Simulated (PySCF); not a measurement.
## Computed NMR parameters against published values

Atoms are numbered as in `[Cl:1][CH2:2][CH:3]1[CH2:4][CH2:5]1`. Hydrogens are named by the atom that carries them. Ha(C4), Ha(C5) are cis to C2 on the ring; Hb(C4), Hb(C5) are trans to C2 on the ring.

What is known from experiment: δ ¹³C C3 13.6; C4/C5 5.5 ppm (measured; solution, not stated per compound (mostly CDCl3 or CCl4); Pretsch, Buehlmann, Badertscher, Structure Determination of Organic Compounds, 4th ed. (2009)).

[PySCF 2.14.0 with density-fitted response routines: σ from GIAO-PBE0/pcSseg-1; geometry from GFN2-xTB; no solvent model; no relativistic terms; equivalent nuclei averaged; a single conformation]

**Question.** Set the calculated values beside the experiment.

**Answer.** 
Reference values: measured (solution, not stated per compound (mostly CDCl3 or CCl4); Pretsch, Buehlmann, Badertscher, Structure Determination of Organic Compounds, 4th ed. (2009)).
```json
{"atoms": "C3", "quantity": "δ ¹³C", "reference": "13.6", "computed": "17.7", "computed, scaled": "15.0"}
{"atoms": "C4/C5", "quantity": "δ ¹³C", "reference": "5.5", "computed": "8.0", "computed, scaled": "5.7"}
```

Computed shifts are σ(ref) − σ with the named reference compound (TMS for H and C) calculated as an isolated molecule at the same level. The measured values may be among those fitted. Empirical linear scaling, fitted to shifts measured mostly in CDCl3 for H and C (δ vs TMS): ¹³C (scatter 2.1 ppm rms, 2.3 ppm with the 13 outliers that the fit left out, with a fitted term for attached Cl). Occasional misses reach two or three times the rms, and more in compound classes unlike the fitted ones.

**Question.** How far are the unscaled ¹³C shifts from the references?

**Answer.** Mean signed difference +3.30 ppm, mean absolute 3.30 ppm over 2 comparisons; the largest is +4.1 ppm at C3 (three-membered-ring carbon).
